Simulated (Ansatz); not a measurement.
We consider bcc Ta, described by PBE-D3(BJ) (plane waves, PAW; Ansatz, a quantum-chemistry and plane-wave program).

Run with plane-wave cutoff 520 eV, 28×28×28 k mesh, Fermi–Dirac smearing 0.06 eV (set by the program), scalar-relativistic PAW data made under PBE.

Computed at the level's own relaxed cell.

Predict the elastic constant C11, elastic constant C44, Voigt–Reuss–Hill bulk modulus, Young modulus, Voigt–Reuss–Hill shear modulus (Hill average) and elastic constant C12.


* **elastic constant C11**: 282 GPa
* **elastic constant C44**: 81.2 GPa
* **Voigt–Reuss–Hill bulk modulus**: 205 GPa
* **Young modulus**: 190 GPa
* **Voigt–Reuss–Hill shear modulus (Hill average)**: 70.5 GPa
* **elastic constant C12**: 167 GPa

Measured, for comparison: elastic constant C11 266 GPa, elastic constant C44 87.4 GPa, elastic constant C12 158 GPa (0 K, extrapolated to 0 K; zero-point effects included; as tabulated in Wang et al. (2022), arXiv:2209.12322). Computed (rounded) less measured: elastic constant C11 +6 %, elastic constant C44 -7 %, elastic constant C12 +6 %.

Note: the dispersion coefficients are held fixed in the derivatives; shear constants of such metals converge slowly with the k mesh.

Elastic constants are with the ions relaxed.

Spin–orbit coupling is not included.

Computed values are for the static lattice.

Computing time: around 6 core-minutes (rough).
